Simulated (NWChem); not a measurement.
System: CH3S anion

Here is an NWChem input.

```
start job
memory heap 200 mb stack 900 mb global 1100 mb
charge -1
geometry units angstroms noautoz
  C      0.000000     0.000000    -1.100113
  S      0.000000     0.000000     0.747029
  H      0.724944     0.724944    -1.513369
  H      0.265348    -0.990292    -1.513369
  H     -0.990292     0.265348    -1.513369
end
basis spherical
  * library def2-svp
end
dft
  xc b3lyp
  iterations 150
  mulliken
end
task dft gradient
```

Output (shortened):

```
             Northwest Computational Chemistry Package (NWChem) 7.3.0
             --------------------------------------------------------

 C3V symmetry detected

                             Geometry "geometry" -> ""
                             -------------------------

 Output coordinates in angstroms (scale by  1.889725989 to convert to a.u.)

  No.       Tag          Charge          X              Y              Z
 ---- ---------------- ---------- -------------- -------------- --------------
    1 C                    6.0000    -0.00000000    -0.00000000    -1.13258016
    2 S                   16.0000    -0.00000000    -0.00000000     0.71456184
    3 H                    1.0000     0.72494405     0.72494405    -1.54583616
    4 H                    1.0000     0.26534794    -0.99029198    -1.54583616
    5 H                    1.0000    -0.99029198     0.26534794    -1.54583616

 Effective nuclear repulsion energy (a.u.)      47.2473648242

      Symmetry information
      --------------------

 Group name             C3v
 Group number             17
 Group order               6
 No. of unique centers     3

                                 NWChem DFT Module
                                 -----------------

 Summary of "ao basis" -> "ao basis" (spherical)
 ------------------------------------------------------------------------------
       Tag                 Description            Shells   Functions and Types
 ---------------- ------------------------------  ------  ---------------------
 C                          def2-svp                 6       14   3s2p1d
 S                          def2-svp                 8       18   4s3p1d
 H                          def2-svp                 3        5   2s1p

      Symmetry analysis of basis
      --------------------------

        a1         18
        a2          1
        e          28

  Rotation of axis

            General Information
            -------------------
          SCF calculation type: DFT
          Wavefunction type:  closed shell.
          No. of atoms     :     5
          No. of electrons :    26
           Alpha electrons :    13
            Beta electrons :    13
          Charge           :    -1
          Spin multiplicity:     1
          Use of symmetry is: on ; symmetry adaption is: on
          Maximum number of iterations: 150
          AO basis - number of functions:    47
                     number of shells:    23
          Convergence on energy requested:  1.00D-06
          Convergence on density requested:  1.00D-05
          Convergence on gradient requested:  5.00D-04

              XC Information
              --------------
                         B3LYP Method XC Potential
                     Hartree-Fock (Exact) Exchange  0.200
                        Slater Exchange Functional  0.800 local
                    Becke 1988 Exchange Functional  0.720 non-local
              Lee-Yang-Parr Correlation Functional  0.810
                  VWN I RPA Correlation Functional  0.190 local

             Grid Information
             ----------------
          Grid used for XC integration:  medium
          Radial quadrature: Mura-Knowles
          Angular quadrature: Lebedev.
          Tag              B.-S. Rad. Rad. Pts. Rad. Cut. Ang. Pts.
          ---              ---------- --------- --------- ---------
          C                   0.70       49           7.0       434
          S                   1.00       88           8.0       590
          H                   0.35       45           8.0       434
          Grid pruning is: on
          Number of quadrature shells:   182
          Spatial weights used:  Erf1

      Superposition of Atomic Density Guess
      -------------------------------------

 Sum of atomic energies:        -436.46996600

 Renormalizing density from      25.00 to     26

      Non-variational initial energy
      ------------------------------

 Total energy =    -447.634484
 1-e energy   =    -722.590696
 2-e energy   =     227.708848
 HOMO         =       0.128756
 LUMO         =       0.343039

      Symmetry analysis of molecular orbitals - initial
      -------------------------------------------------

  Numbering of irreducible representations:

     1 a1          2 a2          3 e

  Orbital symmetries:

     1 a1          2 a1          3 a1          4 a1          5 e
     6 e           7 a1          8 a1          9 e          10 e
    11 a1         12 e          13 e          14 a1         15 e
    16 e          17 a1         18 e          19 e          20 a1
    21 a1         22 a1         23 e

     ---------------------------------------------
      Total Density - Mulliken Population Analysis
     ---------------------------------------------

    Atom       Charge   Shell Charges
 -----------   ------   -------------------------------------------------------
    1 C    6     5.90   1.99  0.85  0.31  1.61  1.12  0.03
    2 S   16    16.89   2.00  1.98  0.93  1.01  5.89  1.35  3.72  0.02
    3 H    1     1.07   0.72  0.33  0.02
    4 H    1     1.07   0.72  0.33  0.02
    5 H    1     1.07   0.72  0.33  0.02

   convergence    iter        energy       DeltaE   RMS-Dens  Diis-err
 ---------------- ----- ----------------- --------- --------- ---------
 d= 0,ls=0.0,diis     1   -437.8301687266 -4.85D+02  3.38D-02  1.01D+00
 d= 0,ls=0.0,diis     2   -437.8333877149 -3.22D-03  1.71D-02  9.23D-01
 d= 0,ls=0.0,diis     3   -437.9485921188 -1.15D-01  5.11D-03  5.48D-02
 d= 0,ls=0.0,diis     4   -437.9553544375 -6.76D-03  1.60D-03  3.41D-03
 d= 0,ls=0.0,diis     5   -437.9558862648 -5.32D-04  1.43D-04  1.72D-05
  Resetting Diis
 d= 0,ls=0.0,diis     6   -437.9558894426 -3.18D-06  1.07D-05  1.74D-07
 d= 0,ls=0.0,diis     7   -437.9558894682 -2.55D-08  3.97D-06  7.63D-09

         Total DFT energy =     -437.955889468150
      One electron energy =     -704.142339246150
           Coulomb energy =      251.430635124302
    Exchange-Corr. energy =      -32.491550170504
 Nuclear repulsion energy =       47.247364824201

 Numeric. integr. density =       25.999996599781

                  Occupations of the irreducible representations
                  ----------------------------------------------

                     irrep           alpha         beta
                     --------     --------     --------
                     a1                7.0          7.0
                     a2                0.0          0.0
                     e                 6.0          6.0

                       DFT Final Molecular Orbital Analysis
                       ------------------------------------

 Vector   11  Occ=2.000000D+00  E=-7.245616D-02  Symmetry=a1
              MO Center=  5.0D-17,  2.2D-16,  1.7D-01, r^2= 2.2D+00
   Bfn.  Coefficient  Atom+Function         Bfn.  Coefficient  Atom+Function
  ----- ------------  ---------------      ----- ------------  ---------------
     6      0.385574  1 C  pz                18     -0.385616  2 S  s
    24     -0.307740  2 S  pz                27     -0.306674  2 S  pz
     9      0.247785  1 C  pz                 3      0.245212  1 C  s
    17     -0.200716  2 S  s                 21     -0.181033  2 S  pz
    16      0.173339  2 S  s                  2      0.130866  1 C  s

 Vector   12  Occ=2.000000D+00  E= 7.424212D-02  Symmetry=e
              MO Center=  1.6D-02,  2.4D-03,  6.0D-01, r^2= 1.7D+00
   Bfn.  Coefficient  Atom+Function         Bfn.  Coefficient  Atom+Function
  ----- ------------  ---------------      ----- ------------  ---------------
    26      0.630741  2 S  py                23      0.364317  2 S  py
    25      0.319060  2 S  px                20      0.219597  2 S  py
    22      0.184289  2 S  px                34     -0.147018  3 H  s
    33     -0.127315  3 H  s                 39      0.115290  4 H  s
    19      0.111083  2 S  px                38      0.099839  4 H  s

 Vector   13  Occ=2.000000D+00  E= 7.424212D-02  Symmetry=e
              MO Center= -1.6D-02, -2.4D-03,  6.0D-01, r^2= 1.7D+00
   Bfn.  Coefficient  Atom+Function         Bfn.  Coefficient  Atom+Function
  ----- ------------  ---------------      ----- ------------  ---------------
    25      0.630741  2 S  px                22      0.364317  2 S  px
    26     -0.319060  2 S  py                19      0.219597  2 S  px
    23     -0.184289  2 S  py                44      0.151444  5 H  s
    43      0.131147  5 H  s                 20     -0.111083  2 S  py
    39     -0.103199  4 H  s                 38     -0.089368  4 H  s

 Vector   14  Occ=0.000000D+00  E= 2.480321D-01  Symmetry=a1
              MO Center= -8.4D-17, -4.2D-16, -1.6D+00, r^2= 4.6D+00
   Bfn.  Coefficient  Atom+Function         Bfn.  Coefficient  Atom+Function
  ----- ------------  ---------------      ----- ------------  ---------------
     3      2.870912  1 C  s                 34     -1.244598  3 H  s
    39     -1.244598  4 H  s                 44     -1.244598  5 H  s
    27      0.377539  2 S  pz                18     -0.309791  2 S  s
     9     -0.307911  1 C  pz                 2      0.169685  1 C  s
     1     -0.142085  1 C  s                  6     -0.092659  1 C  pz

 Vector   15  Occ=0.000000D+00  E= 3.159566D-01  Symmetry=e
              MO Center= -1.0D-01,  6.2D-01, -1.6D+00, r^2= 3.8D+00
   Bfn.  Coefficient  Atom+Function         Bfn.  Coefficient  Atom+Function
  ----- ------------  ---------------      ----- ------------  ---------------
    34      1.724035  3 H  s                 44     -1.627508  5 H  s
     7     -1.196373  1 C  px                 8     -0.385399  1 C  py
     4     -0.359764  1 C  px                25      0.170263  2 S  px
     5     -0.115894  1 C  py                39     -0.096527  4 H  s
    26      0.054848  2 S  py                33      0.046657  3 H  s

 Vector   16  Occ=0.000000D+00  E= 3.159566D-01  Symmetry=e
              MO Center=  1.0D-01, -6.2D-01, -1.6D+00, r^2= 3.8D+00
   Bfn.  Coefficient  Atom+Function         Bfn.  Coefficient  Atom+Function
  ----- ------------  ---------------      ----- ------------  ---------------
    39      1.935014  4 H  s                  8      1.196373  1 C  py
    44     -1.051102  5 H  s                 34     -0.883912  3 H  s
     7     -0.385399  1 C  px                 5      0.359764  1 C  py
    26     -0.170263  2 S  py                 4     -0.115894  1 C  px
    25      0.054848  2 S  px                38      0.052367  4 H  s

     ---------------------------------------------
      Total Density - Mulliken Population Analysis
     ---------------------------------------------

    Atom       Charge   Shell Charges
 -----------   ------   -------------------------------------------------------
    1 C    6     6.04   1.99  0.92  0.16  2.04  0.91  0.03
    2 S   16    16.79   2.00  1.98  1.15  0.81  5.93  1.76  3.12  0.03
    3 H    1     1.06   0.76  0.28  0.02
    4 H    1     1.06   0.76  0.28  0.02
    5 H    1     1.06   0.76  0.28  0.02

     -------------------------------------------
      Total Density - Lowdin Population Analysis
     -------------------------------------------

    Atom       Charge   Shell Charges
 -----------   ------   -------------------------------------------------------
    1 C    6     6.22   1.96  0.61  0.34  1.82  1.40  0.08
    2 S   16    16.69   2.00  1.95  0.99  0.83  5.81  1.95  3.11  0.04
    3 H    1     1.03   0.66  0.31  0.06
    4 H    1     1.03   0.66  0.31  0.06
    5 H    1     1.03   0.66  0.31  0.06

     Multipole analysis of the density
     ---------------------------------

     L   x y z        total         alpha         beta         nuclear
     -   - - -        -----         -----         ----         -------
     0   0 0 0     -1.000000    -13.000000    -13.000000     25.000000

     1   1 0 0     -0.000000     -0.000000     -0.000000     -0.000000
     1   0 1 0      0.000000      0.000000      0.000000     -0.000000
     1   0 0 1     -0.922273     -0.461137     -0.461137      0.000000

     2   2 0 0    -18.287620    -11.958936    -11.958936      5.630253
     2   1 1 0     -0.000000     -0.000000     -0.000000      0.000000
     2   1 0 1     -0.000000     -0.000000     -0.000000      0.000000
     2   0 2 0    -18.287620    -11.958936    -11.958936      5.630253
     2   0 1 1     -0.000000     -0.000000     -0.000000      0.000000
     2   0 0 2    -20.227624    -51.243247    -51.243247     82.258871

            General Information
            -------------------
          SCF calculation type: DFT
          Wavefunction type:  closed shell.
          No. of atoms     :     5
          No. of electrons :    26
           Alpha electrons :    13
            Beta electrons :    13
          Charge           :    -1
          Spin multiplicity:     1
          Use of symmetry is: on ; symmetry adaption is: on
          Maximum number of iterations: 150
          AO basis - number of functions:    47
                     number of shells:    23
          Convergence on energy requested:  1.00D-06
          Convergence on density requested:  1.00D-05
          Convergence on gradient requested:  5.00D-04

              XC Information
              --------------
                         B3LYP Method XC Potential
                     Hartree-Fock (Exact) Exchange  0.200
                        Slater Exchange Functional  0.800 local
                    Becke 1988 Exchange Functional  0.720 non-local
              Lee-Yang-Parr Correlation Functional  0.810
                  VWN I RPA Correlation Functional  0.190 local

             Grid Information
             ----------------
          Grid used for XC integration:  medium
          Radial quadrature: Mura-Knowles
          Angular quadrature: Lebedev.
          Tag              B.-S. Rad. Rad. Pts. Rad. Cut. Ang. Pts.
          ---              ---------- --------- --------- ---------
          C                   0.70       49           7.0       434
          S                   1.00       88           8.0       590
          H                   0.35       45           8.0       434
          Grid pruning is: on
          Number of quadrature shells:   182
          Spatial weights used:  Erf1

          Convergence Information
          -----------------------
          Convergence aids based upon iterative change in
          total energy or number of iterations.
          Levelshifting, if invoked, occurs when the
          HOMO/LUMO gap drops below (HL_TOL):  1.00D-02
          DIIS, if invoked, will attempt to extrapolate
          using up to (NFOCK): 10 stored Fock matrices.

                    Damping( 0%)  Levelshifting(0.5)       DIIS
                  --------------- ------------------- ---------------
          dE  on:    start            ASAP                start
          dE off:    2 iters        150 iters           150 iters

                            NWChem DFT Gradient Module
                            --------------------------

  charge          =  -1.00
  wavefunction    = closed shell

  Rotation of axis
  Using symmetry

                         DFT ENERGY GRADIENTS

    atom               coordinates                        gradient
                 x          y          z           x          y          z
   1 C      -0.000000  -0.000000  -2.140266    0.000000  -0.000000  -0.016527
   2 S      -0.000000  -0.000000   1.350326    0.000000   0.000000   0.002328
   3 H       1.369946   1.369946  -2.921207   -0.002168  -0.002168   0.004733
   4 H       0.501435  -1.871380  -2.921207   -0.000794   0.002962   0.004733
   5 H      -1.871380   0.501435  -2.921207    0.002962  -0.000794   0.004733
```

Level: B3LYP/def2-SVP. Sets without diffuse functions describe the anion's extra electron poorly. All runs use the structure optimised with B3LYP/def2-SVPD. The highest occupied level is positive, so the extra electron may be held by the finite basis.
